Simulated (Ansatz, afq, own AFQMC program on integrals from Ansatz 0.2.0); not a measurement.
## SiH₂O, triplet in cc-pVDZ, levels against CCSDT(Q)

```xyz
4

Si    0.0000    0.0000    0.5550
O     0.0000    0.0000   -1.1214
H     0.0000    1.3319    1.1682
H     0.0000   -1.3319    1.1682
```

Connectivity, by distances: SiH2–O.

Basis cc-pVDZ. Only valence electrons are correlated. Integrals, coupled cluster, full CI and functionals: Ansatz 0.2.0; the random walks run on the same integrals in our own AFQMC program. ph-AFQMC/CISD is guided by a CISD state made of CCSD amplitudes; releasing the constraint for a short imaginary time cuts its bias at the price of noise, slowly where states lie close. ± is one standard error of the sampling.

Determinant: UHF, the one that the program's search chose, which needn't be the lowest solution. The geometry is a point of a scan.

No full CI on the walks' own integrals is used here; CCSDT(Q) serves as the reference and is uncertain by about the last step of the cluster series.

Cautions: lower spins were not checked.

- T1 diagnostic: 0.0214
- weight of the determinant in the CISD state: 0.891
- ⟨S²⟩ of the determinant: 2.023
- size of the correlated space: 12 electrons in 36 orbitals

Reference: CCSDT(Q), correlation energy -7.235 eV. The released energy is read at 2.40 1/Eh (meV from the phaseless value at times in 1/Eh: -6 ± 14 at 0.24, -36 ± 13 at 0.51, 2 ± 13 at 0.99, 1 ± 15 at 1.62, -13 ± 21 at 2.40).

```
         level  E − E(reference) (kJ/mol)  share of correlation (%)
            HF                      698.1                      0.00
           MP2                      105.3                     84.92
          CCSD                       18.5                     97.35
       CCSD(T)                        4.0                     99.42
         CCSDT                        1.3                     99.82
   ph-AFQMC/HF                  5.2 ± 4.9                     99.25
 ph-AFQMC/CISD                  1.3 ± 1.0                     99.82
released AFQMC                  0.0 ± 2.0                    100.01
```

A walk keeps the symmetry of its determinant, which the program's search chose and which needn't be the lowest solution, so a lower state of the same spin and another symmetry isn't excluded. Released energies are given only where the last usable release times agree within the noise; a slower fall can still hide under it.
